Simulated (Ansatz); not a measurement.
Ansatz (an electronic-structure program) input (revPBE/def2-TZVPD):

Ansatz 0.2 input:
```yaml
crystal:
  periodic: [false, false, false]
  atoms:
    - {symbol: O, position_ang: [0.44187469, 1.33485861, 0.12974526]}
    - {symbol: C, position_ang: [-0.05433681, 0.28429606, 0.03240259]}
    - {symbol: N, position_ang: [1.01706973, -0.94595571, -0.13354246]}
    - {symbol: C, position_ang: [-1.45221658, -0.19963021, 0.02418072]}
    - {symbol: H, position_ang: [0.82672373, -1.72574334, 0.50046318]}
    - {symbol: H, position_ang: [-2.11892134, 0.65910120, 0.05169695]}
    - {symbol: H, position_ang: [-1.64770358, -0.79921607, -0.86796571]}
    - {symbol: H, position_ang: [-1.63131075, -0.83031322, 0.89974415]}
    - {symbol: H, position_ang: [1.94584384, -0.56465997, 0.06579244]}
    - {symbol: H, position_ang: [1.01020268, -1.30434259, -1.09239559]}
basis:
  gaussian:
    orbitals: def2-TZVPD
hamiltonian:
  xc: {name: revPBE}
total_charge: 1
output: {forces: true}
```

End of the output:

```
integrals: 0.09 GiB planned
1017 factors; their error is unknown
mean field: 0.89 GiB planned
mean field evaluation 1: about -5683.6517 eV, gradient 1.0e2 eV
mean field evaluation 2: about -5634.5023 eV, gradient 1.7e2 eV
mean field evaluation 4: about -5702.2150 eV, gradient 1.4e1 eV
mean field evaluation 8: about -5702.5822 eV, gradient 2.0e-1 eV
mean field evaluation 16: about -5702.5487 eV, gradient 8.2e-3 eV
mean field -5702.54874618 eV, -209.5648010957 hartree, gradient 2.4e-5 eV, S^2 0.000000; 0 other end points of the search recorded, 0 dependent functions left out
the calculation of the forces begins
reference -5702.54880056 eV, -209.5648030940 hartree; 16, 16 occupied and 189, 189 virtual orbitals, 1017 factors
Total energy: -5702.54880056 eV, -209.5648030940 hartree
Atom 0 at     0.441875     1.334859     0.129745 Å, force     0.589664     1.369378     0.127535 eV/Å
Atom 1 at    -0.054337     0.284296     0.032403 Å, force    -0.588110    -0.883713    -0.076005 eV/Å
Atom 2 at     1.017070    -0.945956    -0.133542 Å, force     0.056104    -0.111357    -0.000962 eV/Å
Atom 3 at    -1.452217    -0.199630     0.024181 Å, force     0.050833     0.057463    -0.012699 eV/Å
Atom 4 at     0.826724    -1.725743     0.500463 Å, force    -0.035203    -0.253730     0.182415 eV/Å
Atom 5 at    -2.118921     0.659101     0.051697 Å, force    -0.199166     0.227574     0.010950 eV/Å
Atom 6 at    -1.647704    -0.799216    -0.867966 Å, force    -0.085622    -0.185617    -0.232919 eV/Å
Atom 7 at    -1.631311    -0.830313     0.899744 Å, force    -0.076563    -0.192814     0.230283 eV/Å
Atom 8 at     1.945844    -0.564660     0.065792 Å, force     0.277457     0.096546     0.056253 eV/Å
Atom 9 at     1.010203    -1.304343    -1.092396 Å, force     0.010605    -0.123730    -0.284852 eV/Å
Dipole moment:     0.255592    -1.024753    -0.120236 e Å
```

It need not be the lowest isomer of its formula.
